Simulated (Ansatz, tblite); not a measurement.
# The cluster Hg₂O+: rung by rung

An exercise on one series of results from a longer session: the logs are not shown, and one member is left open.

The runs use Ansatz 0.2.0, Gaussian basis; as each input shows.

Levels to be run: GFN1-xTB, GFN2-xTB, PBE-D4/def2-TZVP, r2SCAN-D4/def2-TZVP, CAM-B3LYP-D4/def2-TZVP, r2SCANh-D4/def2-TZVP, LC-ωPBE/def2-TZVP, BLYP-D4/def2-TZVP, r2SCAN0-D4/def2-TZVP, PBE-D4/def2-SVP, PBE0-D4/def2-SVP, CCSD(T)/def2-TZVP, RPA/def2-TZVP.

1 further run of the same task is left out (set aside as unsound or not needed). Runs told in other sessions of the task aren't counted.

## The relaxed structure

The doublet was relaxed beforehand with PBE0-D4/def2-TZVP. At that level it is the lowest of the isomers that a small search found.

3 atoms, charge 1, spin multiplicity 2.

Bond lengths: Hg1–O3 2.042 Å, Hg2–O3 2.042 Å. Angles: Hg1–O3–Hg2 129.9°.

Hg takes a core potential in the def2 sets. No spin-orbit coupling is included. The ion is computed in the gas phase, without counter-ions or solvent.

PBE0-D4/def2-TZVP was run before; its log isn't repeated, and its numbers join the tables.

Set-up of the first run:

Tight binding, by tblite at 300 K electronic temperature and without a spin-polarisation term:

```python
tblite.interface.Calculator('GFN1-xTB', numbers, positions, charge=1, uhf=1).singlepoint()
```

Tight binding, by tblite at 300 K electronic temperature and without a spin-polarisation term:

```python
tblite.interface.Calculator('GFN2-xTB', numbers, positions, charge=1, uhf=1).singlepoint()
```

start.molden holds the orbitals of an earlier run on this state, given as this run's starting guess.

in.yaml

```yaml
crystal:
  periodic: [false, false, false]
  atoms:
    - {symbol: Hg, position_ang: [0.425265, 1.315983, -1.262534]}
    - {symbol: Hg, position_ang: [-0.509333, -0.848838, 1.589509]}
    - {symbol: O, position_ang: [0.084068, -0.467134, -0.326984]}
basis:
  gaussian: {orbitals: def2-TZVP, initial_orbitals: start.molden}
total_charge: 1
magnetization: {spin_polarized: true, initial_magnetization: 1}
hamiltonian: {xc: pbe, dispersion: d4}
scf: {omitted_lower_state_checks: [starts]}
output: {forces: true, orbitals: {seedname: orbitals}}
```

Started as:

```console
ansatz run in.yaml --threads 4 --pin off --events-out ev --progress --plain --max-ram 3916MiB
```

Steps of the session up to this table: PBE-D4/def2-TZVP; r2SCAN-D4/def2-TZVP; CAM-B3LYP-D4/def2-TZVP; r2SCANh-D4/def2-TZVP; LC-ωPBE/def2-TZVP; BLYP-D4/def2-TZVP; r2SCAN0-D4/def2-TZVP; PBE-D4/def2-SVP; PBE0-D4/def2-SVP; CCSD(T)/def2-TZVP; RPA/def2-TZVP.

One table of the session follows, with a row left open; its other results are not shown here.

It belongs to the step «Levels side by side». 

| level | HOMO (eV) | LUMO (eV) | gap (eV) |
| --- | --- | --- | --- |
| PBE-D4/def2-SVP | ? | ? | ? |
| PBE-D4/def2-TZVP | -11.60 | -10.79 | 0.80 |
| BLYP-D4/def2-TZVP | -11.55 | -10.80 | 0.75 |
| r2SCAN-D4/def2-TZVP | -11.77 | -10.47 | 1.29 |
| r2SCANh-D4/def2-TZVP | -12.00 | -10.16 | 1.84 |
| PBE0-D4/def2-SVP | -12.15 | -9.62 | 2.52 |
| PBE0-D4/def2-TZVP | -12.15 | -9.69 | 2.46 |
| r2SCAN0-D4/def2-TZVP | -12.33 | -9.72 | 2.61 |
| CAM-B3LYP-D4/def2-TZVP | -13.13 | -8.91 | 4.22 |
| LC-ωPBE/def2-TZVP | -13.85 | -7.83 | 6.03 |

Q: Estimate the row for PBE-D4/def2-SVP from the others.

**Answer.** HOMO (eV): -11.58; LUMO (eV): -10.76; gap (eV): 0.83. In the column «HOMO (eV)» it lies between PBE-D4/def2-TZVP (-11.60) and BLYP-D4/def2-TZVP (-11.55).

Limits of these values: Doubts: state flagged by the program, spin contamination. Notes on CCSD(T)/def2-TZVP: spin contamination, state flagged by the program.
